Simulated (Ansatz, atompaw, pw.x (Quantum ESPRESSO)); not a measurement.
Hf: one change to the PAW (atompaw) potential, in the atom and in the bcc crystal

* Element: Hf
* Generator: atompaw 4.2.0.5
* Type: PAW
* Functional: PBEsol
* Relativity: scalar-relativistic
* Frozen core: [Xe] 4f14
* Valence charge: 4
* Reference configuration: 5d2 6s2 6p0
* Partial waves: 6s (bound): rc 3.00 bohr; 6s channel at 0.2 Ry: rc 3.00 bohr; 6p (bound, empty): rc 3.00 bohr; 6p channel at 2 Ry: rc 3.00 bohr; 5d (bound): rc 1.70 bohr; 5d channel at 1.4 Ry: rc 3.00 bohr
* Local potential: ultrasoft scheme with l = 3 at 0 Ry, radius 2.80 bohr
* Core correction: smooth core density matched at 2.55 bohr
* Augmentation charge: besselshape compensation charge, radius 2.50 bohr; PAW radius 3.00 bohr; waves and projectors: custom rrkj gramschmidtortho

Change: core correction smooth core density matched at 1.90 bohr.

Cutoffs, loose and tight: the cutoffs (Ry, on a coarse ladder) from which the occupation-weighted sum of valence levels, in a spherical-Bessel basis at the reference potential, stays within 10 and 1 mRy of its value at 400 Ry. They see the waves and projectors alone, not the compensation charge or the core.

Crystal test: bcc Hf in pw.x 7.5, no spin, 13³ k-points, Fermi–Dirac smearing 0.01 Ry, cutoffs set for each file from its atomic test. The reference is all-electron LAPW (Ansatz 0.2.0) with the same functional, mesh and smearing; V0 and B0 come from Birch–Murnaghan fits to the pressures at five volumes. Errors are pseudo minus all-electron; Δ is the rms difference of the E(V) curves that follow from these fits, minima aligned, over ±6 % about the mean V0. Mesh and smearing are coarse, so the numbers serve the comparison and aren't converged zero-temperature values; the lattice is a test structure that the element need not adopt.

All-electron: a0 = 3.497 Å (V0 = 21.39 Å³/atom), B0 = 103.7 GPa.

Does the change bring the crystal closer to the all-electron result?

The mean pressure error goes from +0.77 to +0.45 GPa, so the change moves the solid closer to the all-electron pressures.

```csv
quantity,base,changed
outcome (atom),generated,generated
"cutoff, loose (atom)",30 Ry,30 Ry
"cutoff, tight (atom)",35 Ry,35 Ry
bound ghosts (atom),none,none
cutoffs in pw.x (Ry),45/450,45/450
a0 (Å),3.505,3.502
a0 error (%),+0.22,+0.13
B0 error (%),+5.5,+5.0
Δ (meV/atom),3.5,2.1
mean pressure error (GPa),+0.77,+0.45
```

Base: The largest radius (3.00 bohr) exceeds half the bond length (2.86 bohr), so the spheres overlap, which is one possible source of error among others. Changed file: The largest radius (3.00 bohr) exceeds half the bond length (2.86 bohr), so the spheres overlap, which is one possible source of error among others. The atomic cutoffs weigh occupied waves only.
